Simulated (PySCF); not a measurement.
Basis-set dependence of ClF at CCSD(T)

PySCF, RHF reference; singlet, unpaired electrons none; De to Cl + F without counterpoise correction. Frozen cores follow the default of each basis and core potential.

| basis | relativity | functions | Re (Å) | ωe (cm⁻¹) | De (eV) | frozen orbitals |
| --- | --- | --- | --- | --- | --- | --- |
| STO-3G | no relativity | 14 | 1.769 | 755 | n/a | 6 |
| 3-21G | no relativity | 22 | 1.786 | 624 | 1.45 | 6 |
| x2c-SVPall | spin-free X2C | 32 | 1.677 | 718 | 2.02 | 6 |
| cc-pV(T+d)Z/cc-pVTZ | no relativity | 69 | 1.638 | 775 | 2.43 | 6 |
| x2c-TZVPPall | spin-free X2C | 73 | 1.639 | 774 | 2.45 | 6 |
| def2-TZVPPD | no relativity | 91 | 1.639 | 773 | 2.50 | 6 |

**Question.** How does each smaller set differ from the one with most functions, def2-TZVPPD?

**Answer.** STO-3G: +13.0 pm, -2.3 % in ωe; 3-21G: +14.7 pm, -19.3 % in ωe, -1.05 eV in De; x2c-SVPall: +3.8 pm, -7.1 % in ωe, -0.48 eV in De; cc-pV(T+d)Z/cc-pVTZ: -0.1 pm, +0.3 % in ωe, -0.07 eV in De; x2c-TZVPPall: +0.0 pm, +0.1 % in ωe, -0.05 eV in De. All at CCSD(T); the set with most functions is neither the basis-set limit nor always the best. The rows treat relativity differently, so the differences are not basis effects alone.

Correlated steps freeze 6 core orbitals. Correlated levels converge slowly with the basis: in double zeta they bind strong bonds too weakly, by up to about 1 eV, and carry superposition errors of some tenths. Where the molecule has an RHF reference, its open-shell atoms are computed with UHF. 3-21G and STO-3G are very small, so such numbers show the basis as much as the molecule.
